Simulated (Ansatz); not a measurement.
## Nudged elastic band run: H6OSSi

Input file:

```yaml
crystal:
  periodic: [false, false, false]
  atoms:
    - { symbol: Si, position_ang: [-0.192126, 0.271356, -0.029558] }
    - { symbol: O, position_ang: [-0.15101, 0.019547, 1.631078] }
    - { symbol: H, position_ang: [-0.992989, 0.091975, 2.097367] }
    - { symbol: H, position_ang: [1.214691, 0.430907, -0.471482] }
    - { symbol: H, position_ang: [-0.967931, 1.514556, -0.333952] }
    - { symbol: H, position_ang: [-0.841655, -0.863681, -0.753267] }
    - { symbol: S, position_ang: [1.756911, -2.727768, 1.221866] }
    - { symbol: H, position_ang: [0.600372, -3.410656, 1.087525] }
    - { symbol: H, position_ang: [1.121437, -1.682334, 1.804723] }
basis:
  gaussian: { orbitals: def2-SVP }
hamiltonian:
  xc: r2scan
  dispersion: d4
neb:
  order_check: false
  images: 9
  f_tol: 0.05
  max_iterations: 60
  initial_path: linear
  final_atoms:
    - { symbol: Si, position_ang: [0.44866504, -0.33640411, -0.49599332] }
    - { symbol: O, position_ang: [-0.44248799, -1.03587255, 2.53349076] }
    - { symbol: H, position_ang: [-1.33521791, -0.89747032, 2.18830369] }
    - { symbol: H, position_ang: [0.87435263, -0.00324456, -1.88502402] }
    - { symbol: H, position_ang: [0.78487559, 0.82172636, 0.39034445] }
    - { symbol: H, position_ang: [-1.03859627, -0.49863846, -0.48130431] }
    - { symbol: S, position_ang: [1.48699709, -2.12808104, 0.0347837] }
    - { symbol: H, position_ang: [0.8963687, -2.13892141, 1.25809531] }
    - { symbol: H, position_ang: [-0.12725689, -0.13919191, 2.71160374] }
```

Launched with:

```bash
$ ansatz run input.yaml --threads 2 --pin off --max-ram 3072MiB --backend cpu --events-out ev --progress --plain --runs-dir out
```

Output, in part (warnings, iteration lines, the closing report on the highest movable image, with atoms numbered from 0):

```
NEB end point (image 0): max|allowed force component| = 2.855e-2 eV/Å (the criterion of neb.relax_end_points is 1.000e-2)
NEB end point (image 10): max|allowed force component| = 1.687e-2 eV/Å (the criterion of neb.relax_end_points is 1.000e-2)
NEB iter   1: max|band force component| = 5.525e0 eV/Å  barrier→ = 4.9635 eV  barrier← = 4.8263 eV  Δτ_max = 0.2000 Å  (305 SCF iters)
NEB iter   2: max|band force component| = 3.527e0 eV/Å  barrier→ = 3.2292 eV  barrier← = 3.0920 eV  Δτ_max = 0.2000 Å  (292 SCF iters)
NEB iter   3: max|band force component| = 1.197e1 eV/Å  barrier→ = 2.0433 eV  barrier← = 1.9062 eV  Δτ_max = 0.1017 Å  (295 SCF iters)
NEB iter   4: max|band force component| = 1.490e0 eV/Å  barrier→ = 1.6309 eV  barrier← = 1.4938 eV  Δτ_max = 0.2000 Å  (253 SCF iters)
NEB iter   5: max|band force component| = 1.764e0 eV/Å  barrier→ = 1.4424 eV  barrier← = 1.3052 eV  Δτ_max = 0.1007 Å  (262 SCF iters)
NEB iter   6: max|band force component| = 9.554e-1 eV/Å  barrier→ = 1.3363 eV  barrier← = 1.1991 eV  Δτ_max = 0.1008 Å  (252 SCF iters)
NEB iter   7: max|band force component| = 7.637e-1 eV/Å  barrier→ = 1.2320 eV  barrier← = 1.0948 eV  Δτ_max = 0.1003 Å  (251 SCF iters)
NEB iter   8: max|band force component| = 7.960e-1 eV/Å  barrier→ = 1.1719 eV  barrier← = 1.0347 eV  Δτ_max = 0.0999 Å  (250 SCF iters)
NEB iter   9: max|band force component| = 1.105e0 eV/Å  barrier→ = 1.1383 eV  barrier← = 1.0011 eV  Δτ_max = 0.0503 Å  (247 SCF iters)
NEB iter  10: max|band force component| = 4.220e-1 eV/Å  barrier→ = 1.1020 eV  barrier← = 0.9648 eV  CI = image 4  Δτ_max = 0.0998 Å  (249 SCF iters)
NEB iter  11: max|band force component| = 5.400e-1 eV/Å  barrier→ = 1.2084 eV  barrier← = 1.0712 eV  CI = image 4  Δτ_max = 0.0504 Å  (245 SCF iters)
NEB iter  12: max|band force component| = 3.665e-1 eV/Å  barrier→ = 1.1977 eV  barrier← = 1.0605 eV  CI = image 4  Δτ_max = 0.0762 Å  (255 SCF iters)
NEB iter  13: max|band force component| = 1.954e-1 eV/Å  barrier→ = 1.2094 eV  barrier← = 1.0722 eV  CI = image 4  Δτ_max = 0.0507 Å  (251 SCF iters)
NEB iter  14: max|band force component| = 1.865e-1 eV/Å  barrier→ = 1.1903 eV  barrier← = 1.0531 eV  CI = image 4  Δτ_max = 0.1005 Å  (249 SCF iters)
NEB iter  15: max|band force component| = 2.402e-1 eV/Å  barrier→ = 1.1653 eV  barrier← = 1.0281 eV  CI = image 4  Δτ_max = 0.0502 Å  (249 SCF iters)
NEB iter  16: max|band force component| = 2.421e-1 eV/Å  barrier→ = 1.1554 eV  barrier← = 1.0182 eV  CI = image 4  Δτ_max = 0.0250 Å  (249 SCF iters)
NEB iter  17: max|band force component| = 1.680e-1 eV/Å  barrier→ = 1.1512 eV  barrier← = 1.0141 eV  CI = image 4  Δτ_max = 0.0252 Å  (244 SCF iters)
NEB iter  18: max|band force component| = 1.326e-1 eV/Å  barrier→ = 1.1475 eV  barrier← = 1.0103 eV  CI = image 4  Δτ_max = 0.0250 Å  (242 SCF iters)
NEB iter  19: max|band force component| = 9.795e-2 eV/Å  barrier→ = 1.1445 eV  barrier← = 1.0073 eV  CI = image 4  Δτ_max = 0.0251 Å  (245 SCF iters)
NEB iter  20: max|band force component| = 7.065e-2 eV/Å  barrier→ = 1.1418 eV  barrier← = 1.0047 eV  CI = image 4  Δτ_max = 0.0250 Å  (246 SCF iters)
NEB iter  21: max|band force component| = 5.641e-2 eV/Å  barrier→ = 1.1399 eV  barrier← = 1.0028 eV  CI = image 4  Δτ_max = 0.0250 Å  (244 SCF iters)
NEB iter  22: max|band force component| = 6.570e-2 eV/Å  barrier→ = 1.1385 eV  barrier← = 1.0013 eV  CI = image 4  Δτ_max = 0.0125 Å  (245 SCF iters)
NEB iter  23: max|band force component| = 5.061e-2 eV/Å  barrier→ = 1.1380 eV  barrier← = 1.0008 eV  CI = image 4  Δτ_max = 0.0125 Å  (241 SCF iters)
NEB iter  24: max|band force component| = 5.639e-2 eV/Å  barrier→ = 1.1376 eV  barrier← = 1.0004 eV  CI = image 4  Δτ_max = 0.0250 Å  (230 SCF iters)
NEB iter  25: max|band force component| = 6.633e-2 eV/Å  barrier→ = 1.1374 eV  barrier← = 1.0003 eV  CI = image 4  Δτ_max = 0.0250 Å  (246 SCF iters)
NEB iter  26: max|band force component| = 7.677e-2 eV/Å  barrier→ = 1.1374 eV  barrier← = 1.0002 eV  CI = image 4  Δτ_max = 0.0250 Å  (239 SCF iters)
NEB iter  27: max|band force component| = 9.487e-2 eV/Å  barrier→ = 1.1373 eV  barrier← = 1.0002 eV  CI = image 4  Δτ_max = 0.0125 Å  (238 SCF iters)
NEB iter  28: max|band force component| = 8.695e-2 eV/Å  barrier→ = 1.1373 eV  barrier← = 1.0002 eV  CI = image 4  Δτ_max = 0.0125 Å  (224 SCF iters)
NEB iter  29: max|band force component| = 9.158e-2 eV/Å  barrier→ = 1.1373 eV  barrier← = 1.0001 eV  CI = image 4  Δτ_max = 0.0250 Å  (216 SCF iters)
NEB iter  30: max|band force component| = 8.322e-2 eV/Å  barrier→ = 1.1373 eV  barrier← = 1.0001 eV  CI = image 4  Δτ_max = 0.0500 Å  (239 SCF iters)
NEB iter  31: max|band force component| = 6.229e-2 eV/Å  barrier→ = 1.1372 eV  barrier← = 1.0001 eV  CI = image 4  Δτ_max = 0.0992 Å  (239 SCF iters)
NEB iter  32: max|band force component| = 2.285e-1 eV/Å  barrier→ = 1.1372 eV  barrier← = 1.0001 eV  CI = image 4  Δτ_max = 0.0507 Å  (244 SCF iters)
NEB iter  33: max|band force component| = 3.987e-1 eV/Å  barrier→ = 1.1372 eV  barrier← = 1.0001 eV  CI = image 4  Δτ_max = 0.0250 Å  (238 SCF iters)
NEB iter  34: max|band force component| = 7.316e-2 eV/Å  barrier→ = 1.1372 eV  barrier← = 1.0001 eV  CI = image 4  Δτ_max = 0.0502 Å  (233 SCF iters)
NEB iter  35: max|band force component| = 7.851e-2 eV/Å  barrier→ = 1.1372 eV  barrier← = 1.0001 eV  CI = image 4  Δτ_max = 0.0241 Å  (233 SCF iters)
NEB iter  36: max|band force component| = 1.860e-2 eV/Å  barrier→ = 1.1372 eV  barrier← = 1.0001 eV  CI = image 4  Δτ_max = 0.0000 Å  (456 SCF iters)
Total energy: -20847.29016718 eV, -766.1237828430 hartree
Atom 0 at     0.202995    -0.272057    -0.073159 Å, force     0.000072     0.000207     0.000011 eV/Å
Atom 1 at    -0.633406    -0.463510     1.636849 Å, force     0.001179    -0.001202    -0.001428 eV/Å
Atom 2 at    -0.941362     0.331849     2.106742 Å, force     0.000393    -0.000016     0.000891 eV/Å
Atom 3 at     1.458502     0.524881    -0.182648 Å, force    -0.000090     0.000020    -0.000090 eV/Å
Atom 4 at    -0.847893     0.795788    -0.328999 Å, force    -0.000095     0.000027    -0.000013 eV/Å
Atom 5 at    -0.101779    -1.262155    -1.142486 Å, force     0.000054    -0.000068     0.000085 eV/Å
Atom 6 at     1.551346    -1.966055     1.190609 Å, force    -0.000028    -0.000129    -0.000412 eV/Å
Atom 7 at     0.724472    -3.013694     0.969142 Å, force     0.000093    -0.000026     0.000140 eV/Å
Atom 8 at     0.134825    -1.031147     2.078249 Å, force    -0.001579     0.001186     0.000816 eV/Å
Dipole moment:    -0.518194     0.290586     0.391409 e Å
```

The run converged. Beside the main top the profile has a ripple of under 15 meV (maxima at images 1, 4), which may be a very shallow well or noise. Another band between the same ends (9 images) ends at a top of the same energy, where a vibrational analysis finds 1 clearly imaginary mode. The orbitals stay closed-shell, which can raise the energy where a bond breaks towards radicals; this wasn't checked here.

Final band (atoms are numbered from 1 in the order of the input):

```csv
image,path coordinate (Å),energy (kcal/mol),Si1–O2 (Å),S7–H9 (Å),Si1–S7 (Å)
0,0.00,0.0,1.68,1.36,3.79
1,0.78,0.2,1.68,1.36,3.88
2,1.56,0.0,1.68,1.36,3.64
3,2.33,8.4,1.72,1.41,2.98
4,3.11,26.2,1.91,1.92,2.51
5,3.93,20.3,2.55,2.22,2.25
6,4.74,8.2,3.24,2.41,2.17
7,5.56,5.6,3.39,2.63,2.16
8,6.37,4.3,3.26,2.91,2.15
9,7.19,3.5,3.22,3.36,2.14
10,8.00,3.2,3.23,3.70,2.14
```

Time of the run: 12 min on 2 threads of Arm Neoverse V1, with other jobs on the host, peak memory 0.16 GiB.
